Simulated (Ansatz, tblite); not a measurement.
Potential energy curve for SMILES NC. The C1–H7 bond (C1 also carries H, H, N; H7 carries nothing else) is varied alone, starting from the PBE0/def2-TZVP optimised geometry.

Methods: GFN2-xTB, 300 K electronic temperature (tblite); RMP2 = Ansatz (a quantum-chemistry and plane-wave program) with MP2 on RHF/cc-pVTZ, frozen core; UCCSD(T) = CCSD(T) on UHF/cc-pVTZ, frozen core (Ansatz).

Energies are in kcal/mol, each relative to the lowest point of its own curve near equilibrium.

```
R / Å  GFN2-xTB   RMP2  UCCSD(T)
-----  --------  -----  --------
0.84       41.4   40.4      40.8
0.88       26.3   26.0      26.3
0.93       13.4   13.4      13.7
0.97        6.9    6.9       7.1
1.04        1.0    1.0       1.1
1.08        0.0    0.0       0.0
1.09        0.0    0.0       0.0
1.14        0.8    1.0       0.8
1.19        2.9    3.4       3.1
1.25        6.7    7.7       7.1
1.35       14.9   17.0      15.9
1.48       27.0   31.2      29.2
1.63       41.7   48.1      44.7
1.83       60.3   69.4      64.1
1.99       73.5   84.5      77.3
2.16       85.7   98.7      89.0
2.37       98.1  113.3     100.0
2.69      111.8  130.3     108.4
2.93      118.7  139.2     110.6
3.31      125.2  147.8     111.8
3.85      128.4  150.6     112.2
```

At the longest distance, 3.85 Å, RMP2 lies highest above its minimum (150.6 kcal/mol) and UCCSD(T) lowest (112.2 kcal/mol).

The restricted form behind RMP2 keeps the bonding electrons paired and can't separate into open-shell fragments. The T1 diagnostic of CCSD on the restricted reference of RMP2 exceeds 0.045 at 2.69 to 3.85 Å. The unrestricted determinant behind UCCSD(T) is spin-contaminated at 1.83 to 3.85 Å (<S²> up to 1.0, against 0.00 for a pure singlet).
